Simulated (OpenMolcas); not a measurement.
# One shape, several levels: C3H6O (allyl alcohol)

Wanted: a comparison of 4 runs (PW6B95/pcseg-0, PW6B95/pcseg-1, PW6B95/aug-pcseg-1, PW6B95/pcseg-2) of C3H6O (allyl alcohol). 

Program for the calculation: OpenMolcas 26.06.

## Step 1: Starting point

C3H6O has 10 atoms, charge 0, and is taken as a singlet. As SMILES, `C=CCO`. The coordinates come from a PBE0-D4/def2-TZVP relaxation. This is one conformer, not always the lowest.

Bond lengths: C1–C2 1.326 Å, C2–C3 1.492 Å, C3–O4 1.415 Å, C1–H5 1.086 Å, C1–H6 1.084 Å, C2–H7 1.088 Å, C3–H8 1.099 Å, C3–H9 1.094 Å, O4–H10 0.961 Å. Some angles: C1–C2–C3 124.1°, C2–C3–O4 112.1°, C1–C2–H7 120.2°, C3–C2–H7 115.7°, C2–C1–H5 121.2°, C2–C1–H6 121.9°, C2–C3–H8 109.9°, C2–C3–H9 110.3°, O4–C3–H8 111.5°, O4–C3–H9 105.3°.

## Step 2: Energy and gradient at PW6B95/pcseg-0 (run 1)

job.input

```
* C3H6O Kohn-Sham DFT

&GATEWAY
 BasLib=$CurrDir
 Coord
 10
 angstrom
 C       -1.094380       0.947500       0.566230
 C        0.141810       0.497060       0.404200
 C        0.475240      -0.869750      -0.092820
 O        1.288940      -0.832690      -1.250210
 H       -1.954550       0.320230       0.350790
 H       -1.295520       1.949720       0.926710
 H        0.991940       1.141760       0.617410
 H       -0.447940      -1.439200      -0.267630
 H        1.060330      -1.413160       0.654980
 H        0.834130      -0.301460      -1.909630
 Basis=pcseg-0
 Group=NoSym

&SEWARD

&SCF
 KSDFT=HYB_MGGA_XC_PW6B95
 PrOrbitals=1 1

&ALASKA
```

The basis set pcseg-0 is read from a file made from the Basis Set Exchange's data (not shown).

Launch:

```console
$ export MOLCAS_MEM=1860
$ pymolcas job.input > job.log
```

The program printed:

```text
--- Start Module: gateway ---
[...]
--- Stop Module: gateway /rc=_RC_ALL_IS_WELL_ ---
[...]
      Basis functions           48
[...]
--- Start Module: scf ---
[...]
       Convergence after  11 Iterations
[...]
::    Total KS-DFT energy                            -192.8138170687
[...]
      Total spin, S                                     0.0000000000
[...]
      Total electronic charge=   32.000000
      Total            charge=   -0.000000
[...]
      Dipole Moment (debye):
      Origin of the operator (angstrom)=    0.2424   -0.1062   -0.1566
                   X= -1.7275E+00               Y=  9.1619E-01               Z=  2.9927E-01           Total=  1.9782E+00
      Quadrupole Moment (debye*angstrom):
[...]
--- Stop Module: scf /rc=_RC_ALL_IS_WELL_ ---
[...]
--- Start Module: alaska ---
[...]
 *              Molecular gradients               *
 **************************************************
  Irreducible representation: a
 ------------------------------------------------------------------------------------------
                              X                       Y                       Z
 ------------------------------------------------------------------------------------------
  C1                1.11333189854346E-03   -7.03410731988985E-04   -2.68621845634032E-04
  C2               -9.83956876856595E-04   -6.85587825792741E-03   -1.86932576747534E-03
  C3                1.41996143069769E-02    1.00481718842209E-02   -2.63189493265582E-02
  O4               -2.93661957949531E-02    1.09277199023285E-02    4.57822003912600E-03
  H5                1.71361077293408E-03   -7.55344059510943E-05   -1.97908658207568E-04
  H6                1.08405221520291E-03   -6.26838010270081E-04    4.29337633518490E-05
  H7               -9.43351966853356E-04    7.40750421275305E-04    4.72230609305679E-04
  H8                1.97146524146197E-03    1.19720789910760E-03   -1.01322195418974E-03
[...]
--- Stop Module: alaska /rc=_RC_ALL_IS_WELL_ ---
[...]
```

Wall time 8.1 s (1 thread of Arm Neoverse V1, shared host); peak memory 0.38 GiB.

## Step 3: Energy and gradient at PW6B95/pcseg-1 (run 2)

Edit job.input of step 2 so:

```diff
@@ -17,3 +17,3 @@
  H        0.834130      -0.301460      -1.909630
- Basis=pcseg-0
+ Basis=pcseg-1
  Group=NoSym
```

The basis set pcseg-1 is read from a file made from the Basis Set Exchange's data (not shown).

Launch:

```console
$ export MOLCAS_MEM=1860
$ pymolcas job.input > job.log
```

The program printed:

```text
--- Start Module: gateway ---
[...]
--- Stop Module: gateway /rc=_RC_ALL_IS_WELL_ ---
[...]
      Basis functions           86
[...]
--- Start Module: scf ---
[...]
       Convergence after  12 Iterations
[...]
::    Total KS-DFT energy                            -193.3113640458
[...]
      Total spin, S                                     0.0000000000
[...]
      Total electronic charge=   32.000000
      Total            charge=   -0.000000
[...]
      Dipole Moment (debye):
      Origin of the operator (angstrom)=    0.2424   -0.1062   -0.1566
                   X= -1.4039E+00               Y=  7.5180E-01               Z=  1.8254E-01           Total=  1.6030E+00
      Quadrupole Moment (debye*angstrom):
[...]
--- Stop Module: scf /rc=_RC_ALL_IS_WELL_ ---
[...]
--- Start Module: alaska ---
[...]
 *              Molecular gradients               *
 **************************************************
  Irreducible representation: a
 ------------------------------------------------------------------------------------------
                              X                       Y                       Z
 ------------------------------------------------------------------------------------------
  C1                4.27837786126872E-04   -8.88797824959653E-04   -4.15491047354388E-04
  C2               -5.14320503149257E-04    1.35052623603760E-03    3.32911187762797E-04
  C3               -4.83956108536465E-04    5.63426413053847E-05    5.99897346225786E-04
  O4               -1.99710604550773E-03    1.53471655092474E-03   -2.32635563250305E-03
  H5                9.76139708195323E-04    4.77648484749960E-04    1.37605441238753E-04
  H6                2.25101474301992E-04   -8.29826248593957E-04   -2.90897165118098E-04
  H7               -4.96634045832334E-04   -3.66794083242805E-04   -5.53879354843190E-05
  H8               -3.83959386867083E-05    1.62148231339643E-04   -2.17884180047756E-04
[...]
--- Stop Module: alaska /rc=_RC_ALL_IS_WELL_ ---
[...]
```

Run time: 17 s. Hardware: 1 thread of Arm Neoverse V1, shared host; peak memory 0.47 GiB.

Run 3 isn't shown in full; the table further down has it.

## Step 4: Energy and forces at PW6B95/pcseg-2 (RICD fitting) (run 4)

job.input

```
* C3H6O Kohn-Sham DFT
>>> EXPORT MOLCAS_PRINT=2

&GATEWAY
  BasLib=$CurrDir
  Coord
  10
  angstrom
  C       -1.094380       0.947500       0.566230
  C        0.141810       0.497060       0.404200
  C        0.475240      -0.869750      -0.092820
  O        1.288940      -0.832690      -1.250210
  H       -1.954550       0.320230       0.350790
  H       -1.295520       1.949720       0.926710
  H        0.991940       1.141760       0.617410
  H       -0.447940      -1.439200      -0.267630
  H        1.060330      -1.413160       0.654980
  H        0.834130      -0.301460      -1.909630
  Basis=pcseg-2
  Group=NoSym
  RICD

&SEWARD

&SCF
  KSDFT=HYB_MGGA_XC_PW6B95
  PrOrbitals=1 1

&ALASKA
```

The basis set pcseg-2 is read from a file made from the Basis Set Exchange's data (not shown).

Launch:

```console
$ export MOLCAS_MEM=1860
$ pymolcas job.input > job.log
```

The program printed:

```text
--- Start Module: gateway ---
[...]
--- Stop Module: gateway /rc=_RC_ALL_IS_WELL_ ---
[...]
      Basis functions          204
[...]
--- Start Module: scf ---
[...]
       Convergence after  12 Iterations
[...]
::    Total KS-DFT energy                            -193.4284793632
[...]
      Total spin, S                                     0.0000000000
[...]
      Total electronic charge=   32.000000
      Total            charge=   -0.000000
[...]
      Dipole Moment (debye):
      Origin of the operator (angstrom)=    0.2424   -0.1062   -0.1566
                   X= -1.3720E+00               Y=  7.5177E-01               Z=  2.1005E-01           Total=  1.5785E+00
      Quadrupole Moment (debye*angstrom):
[...]
--- Stop Module: scf /rc=_RC_ALL_IS_WELL_ ---
[...]
--- Start Module: alaska ---
[...]
 *              Molecular gradients               *
 **************************************************
  Irreducible representation: a
 ------------------------------------------------------------------------------------------
                              X                       Y                       Z
 ------------------------------------------------------------------------------------------
  C1               -1.87807001365670E-04    2.74589527666791E-05   -8.67110591005193E-05
  C2                6.42450234160208E-04   -3.23975284220368E-03   -8.98495606309835E-04
  C3                1.57490846430253E-03    3.65394159654864E-03   -3.86454734849240E-03
  O4                3.00369752107876E-03   -3.00743221926858E-03    3.69562035999049E-03
  H5               -3.46804232980391E-03   -2.53001185809576E-03   -8.54800454902827E-04
  H6               -7.31339260389374E-04    4.13885129509417E-03    1.48078971638976E-03
  H7                3.52290768610608E-03    2.67023218040974E-03    8.25111967363235E-04
  H8               -3.82366152817148E-03   -2.42177503231034E-03   -5.48281589415223E-04
[...]
--- Stop Module: alaska /rc=_RC_ALL_IS_WELL_ ---
[...]
```

It took 64 s on 1 thread of Arm Neoverse V1, shared host; peak memory 0.71 GiB.

## Step 5: The series

```csv
run,level,integral approximation,energy (Eh),dipole moment (D),HOMO energy (eV),LUMO energy (eV),wall time
1,PW6B95/pcseg-0,none,-192.813817,1.98,-7.59,0.20,8.1 s
2,PW6B95/pcseg-1,none,-193.311364,1.60,-7.79,0.06,17 s
3,PW6B95/aug-pcseg-1,none,-193.324403,1.57,-7.87,-0.30,65 s
4,PW6B95/pcseg-2 (RICD fitting),RICD,-193.428479,1.58,-7.85,-0.11,64 s
```

## Step 6: Outcome

| quantity | value |
| --- | --- |
| run 4: total energy | -193.42848 Eh |
| run 4: dipole moment | 1.58 D |
| run 4: HOMO energy | -7.85 eV |
| run 4: LUMO energy | -0.11 eV |
| run 4: HOMO–LUMO gap | 7.74 eV |
| run 4: largest force on an atom | 0.290 eV/Å |

The dipole moment (its size) runs from 1.57 D (PW6B95/aug-pcseg-1) to 1.98 D (PW6B95/pcseg-0). The HOMO–LUMO gap runs from 7.57 eV (PW6B95/aug-pcseg-1) to 7.85 eV (PW6B95/pcseg-1). All runs together took 2.6 min, the longest 65 s.
